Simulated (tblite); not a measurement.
C₃H₄F₂O.
Bonds: C1–C2 (double), C2–O3, O3–C4, C4–F5, C4–F6. Hydrogens: H7, H8 on C1; H9 on C2; H10 on C4.

Computed with GFN2-xTB (tblite), gas phase: Langevin dynamics at 300 K from the optimised GFN2-xTB geometry, time step 0.5 fs, friction 0.01 fs⁻¹, 2000 steps. The instantaneous temperature is 2·E(kin)/(3Nk) with all 3N coordinates.

```
t (fs)  T (K)  E(pot) above start (eV)  C1=C2 (Å)  C2–O3 (Å)  O3–C4 (Å)  C4–F5 (Å)  C4–F6 (Å)  C1–H7 (Å)  C1–C2–O3–C4 (°)
     0    254                    0.000      1.319      1.377      1.351      1.339      1.358      1.076                9
    25    118                    0.207      1.342      1.412      1.359      1.336      1.384      1.151               13
    50    238                    0.219      1.328      1.365      1.347      1.329      1.324      1.043               17
    75    240                    0.261      1.311      1.396      1.371      1.340      1.361      1.063                1
   100    160                    0.438      1.305      1.408      1.350      1.355      1.372      1.119               12
   125    212                    0.302      1.358      1.404      1.343      1.356      1.375      1.037               -8
   150    203                    0.268      1.345      1.342      1.333      1.308      1.340      1.079                7
   175    238                    0.177      1.309      1.380      1.368      1.320      1.375      1.108                4
   200    205                    0.308      1.296      1.384      1.381      1.367      1.338      1.048                6
   225    293                    0.218      1.348      1.357      1.355      1.389      1.366      1.091                4
   250    357                    0.228      1.306      1.375      1.340      1.372      1.365      1.090                5
   275    263                    0.270      1.282      1.395      1.348      1.337      1.350      1.064                4
   300    256                    0.447      1.331      1.399      1.365      1.328      1.337      1.102               18
   325    292                    0.337      1.379      1.367      1.337      1.345      1.331      1.067               23
   350    209                    0.361      1.327      1.397      1.327      1.392      1.408      1.058               27
   375    292                    0.235      1.283      1.351      1.352      1.377      1.357      1.138                5
   400    230                    0.310      1.315      1.342      1.388      1.344      1.317      1.087              -12
   425    209                    0.379      1.360      1.388      1.384      1.302      1.353      1.060              -25
   450    252                    0.264      1.312      1.385      1.345      1.314      1.430      1.108              -18
   475    234                    0.313      1.325      1.348      1.303      1.353      1.413      1.052              -13
   500    287                    0.303      1.335      1.364      1.329      1.364      1.311      1.074               -4
   525    254                    0.286      1.311      1.422      1.356      1.335      1.398      1.134                4
   550    331                    0.425      1.298      1.335      1.341      1.339      1.434      1.057                8
   575    339                    0.292      1.325      1.353      1.407      1.383      1.289      1.079               -8
   600    268                    0.350      1.372      1.400      1.317      1.310      1.388      1.092                1
   625    314                    0.365      1.311      1.409      1.301      1.337      1.385      1.034                8
   650    402                    0.305      1.293      1.343      1.334      1.341      1.379      1.085               13
   675    374                    0.401      1.314      1.409      1.374      1.356      1.335      1.064                8
   700    305                    0.494      1.340      1.441      1.349      1.360      1.334      1.073                2
   725    308                    0.502      1.298      1.335      1.308      1.386      1.330      1.092                9
   750    382                    0.410      1.311      1.333      1.362      1.325      1.427      1.053               -7
   775    550                    0.259      1.358      1.376      1.366      1.315      1.349      1.072                4
   800    336                    0.394      1.300      1.470      1.400      1.336      1.329      1.088               -8
   825    374                    0.388      1.300      1.387      1.355      1.334      1.369      1.088               12
   850    395                    0.314      1.329      1.357      1.317      1.334      1.400      1.037               10
   875    339                    0.477      1.358      1.439      1.325      1.346      1.346      1.081               37
   900    312                    0.436      1.342      1.423      1.348      1.347      1.334      1.124               16
   925    241                    0.387      1.307      1.356      1.381      1.333      1.384      1.054               25
   950    345                    0.168      1.325      1.383      1.375      1.361      1.367      1.072                8
   975    317                    0.203      1.340      1.380      1.325      1.368      1.340      1.109               18
  1000    254                    0.341      1.303      1.340      1.345      1.372      1.340      1.044                7
```

**Question.** From 500 fs on, how do temperature and potential energy compare with equipartition?

**Answer.** The mean temperature of these 21 frames is 335 K against the target 300 K, and the mean potential energy 0.36 eV against 24 × kT/2 = 0.31 eV for 24 classical harmonic modes. For 10 atoms in a canonical ensemble the temperature itself scatters by T·√(2/(3N)) = 77 K; here its standard deviation is 66 K. The whole run lasts only 10 friction times of 100 fs, so these averages carry a wide statistical error.

**Question.** What are the kinetic and total energies of the listed frame with the highest potential energy?

**Answer.** The one at 725 fs, 0.502 eV above the start. Its kinetic energy is 3NkT/2 = 0.398 eV at 308 K, so the sum is 0.90 eV; over the listed frames the sum runs from 0.33 to 0.97 eV, since the thermostat adds and removes energy.

**Question.** How much do the listed bonds fluctuate from 500 fs on?

**Answer.** 
| bond | at the start (Å) | mean (Å) | standard deviation (Å) |
| --- | --- | --- | --- |
| C1=C2 | 1.319 | 1.322 | 0.022 |
| C2–O3 | 1.377 | 1.384 | 0.039 |
| O3–C4 | 1.351 | 1.348 | 0.028 |
| C4–F5 | 1.339 | 1.347 | 0.020 |
| C4–F6 | 1.358 | 1.360 | 0.036 |
| C1–H7 | 1.076 | 1.076 | 0.026 |

The motion is classical and holds no zero-point motion.

The cost below is that of the whole dynamics run. On an Intel Xeon 6975P-C with one thread, no GPU, on a shared host, this took 4.7 s of wall time and 0.18 GiB of memory at its peak.
